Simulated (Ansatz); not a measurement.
Basis-set extrapolation for HNO3 (`O=NOO`) (PBE0-D4/def2-TZVP geometry, frozen core, Ansatz). Multiplicity 1, RHF reference.

```tsv
	def2-TZVPP	def2-QZVPP
HF	-279.520709	-279.533210
MP2 correlation	-0.918627	-0.989388
CCSD(T) correlation	-0.961710	-1.028155
```

Energies in hartree. Use E(X) = E(∞) + A·exp(−7.88·√X) for Hartree–Fock and E(X) = E(∞) + B·X^(−2.97) for correlation, with X = 3 and 4.

Task: What is the CCSD(T) energy at the basis-set limit?

Result: HF limit: -279.533210 + (-0.012501) × 0.13774 = -279.53493. Correlation limit: -1.028155 + (-0.066445) × 0.74074 = -1.07737. Total: -280.61230 hartree, 81.5 kcal/mol below CCSD(T)/def2-TZVPP.
